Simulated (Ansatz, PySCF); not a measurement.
Species: C$_{2}$H$_{5}$NO, charge 0, singlet. C2H5NO (SMILES CC(N)=O).
B3LYP-D3(BJ)/def2-TZVP minimum from Ansatz (an electronic-structure program):
```
C
O 1 1.2153
N 1 1.3630 2 122.17
H 3 1.0031 1 122.48 2 -179.93
H 3 1.0062 4 119.15 1 -179.86
C 1 1.5156 2 122.10 3 -179.96
H 6 1.0899 1 108.49 2 -57.77
H 6 1.0899 7 109.20 1 124.50
H 6 1.0900 7 107.54 8 118.34
```
Charge 0, spin multiplicity 1.

Quantity: enthalpy of formation at 298 K (by atomisation, with ideal-gas terms from PySCF's Hessian at B3LYP-D3(BJ)/def2-TZVP and the atoms' measured values of the G2/97 table; no spin-orbit terms), in kcal/mol. UHF or UKS for unpaired electrons; spin-orbit terms are left out. CBS(X,Y): correlation extrapolated as X^-3, Hartree-Fock from the larger set. A bracket is a step between two methods taken in the basis named. The functionals are non-relativistic, so their misses hold any scalar relativity. Double hybrids freeze cores in their MP2 part. '+ core + X2C': CCSD(T) terms for core correlation (cc-pwCVTZ) and scalar relativity (cc-pVTZ-DK). For partners of very few electrons the exact lower level stands in for a higher one.

Measured: -57.0 kcal/mol, -238.5 kJ/mol (G2/97 table in ASE (Curtiss et al.)); atomic spin-orbit terms, which the calculations lack, would raise the computed values.

**Question.** What does PBE/def2-TZVPD (Ansatz) give here, and how do the other levels compare?

**Answer.** PBE gives -82.5 kcal/mol, 25.5 kcal/mol below it. Errors of the others: r2SCAN/def2-TZVPD (Ansatz) 0.0; wB97M-V/def2-TZVPD (Ansatz) -2.2; B2PLYP/def2-TZVPD (Ansatz) 9.3; CCSD(T)/CBS(cc-pVTZ,cc-pVQZ) + core + X2C (Ansatz) 0.5; CCSD(T)/CBS(cc-pVTZ,cc-pVQZ) + [CCSDT(Q) - CCSD(T)]/cc-pVDZ + core + X2C (Ansatz) -0.4 kcal/mol. Nearer than PBE: r2SCAN/def2-TZVPD, wB97M-V/def2-TZVPD, B2PLYP/def2-TZVPD, CCSD(T)/CBS(cc-pVTZ,cc-pVQZ) + core + X2C, CCSD(T)/CBS(cc-pVTZ,cc-pVQZ) + [CCSDT(Q) - CCSD(T)]/cc-pVDZ + core + X2C.
